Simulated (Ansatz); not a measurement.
System: corundum (α-Al2O3). Method: PBE (Ansatz, an electronic-structure program, PAW).

Numerical settings: plane-wave cutoff 520 eV, 8×8×8 k mesh, Fermi–Dirac smearing 0.01 eV, scalar-relativistic PAW data made under PBE.

Shape and atoms are relaxed at each volume.

The direct gap at Γ against volume; x = 100 ln(V/8.761 Å³). One gap is withheld.

| V (Å³/atom) | x | gap (eV) |
|---|---|---|
| 8.411 | -4.08 | ? |
| 8.586 | -2.02 | 6.092 |
| 8.761 | 0.00 | 5.849 |
| 8.936 | 1.98 | 5.614 |
| 9.112 | 3.93 | 5.387 |

Task: Fit a straight line to the rows shown, give the volume deformation potential and predict the withheld gap.

Result: Means of the 4 rows: x̄ = 0.973, ȳ = 5.7355 eV. Σ(x − x̄)(y − ȳ) = -2.3303 and Σ(x − x̄)² = 19.663, so the slope is -0.1185 eV per unit of x, and dE_g/d ln V = -11.8 eV. At x = -4.08: 5.7355 + (-0.1185) × (-4.08 − (0.973)) = 6.334 eV. The run gives 6.343 eV, 0.009 eV above the line, as the curve bends the same way over all rows.
